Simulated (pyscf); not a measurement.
Thermochemistry of product channels of H₃C–C≡N + H₂ on the singlet surface, in kcal/mol, from ωB97M-D3(BJ)/def2-TZVP energies (ideal gas, 1 atm, RRHO with modes under 100 cm⁻¹ raised to 100, one conformer, R ln 2 for rigid chiral ones). Structures and frequencies: ωB97X-D3(BJ)/def2-SVP in PySCF.

| products | ΔE | ΔH(298 K) | ΔG(900 K) | ΔG(1200 K) |
|---|---|---|---|---|
| CH₄ + HC≡N | -7.3 | -4.1 | -6.1 | -6.3 |
| CH₄ + C⁻≡NH⁺ | +5.1 | +8.3 | +5.5 | +5.1 |

These are energies of the channels, which say nothing of barriers.
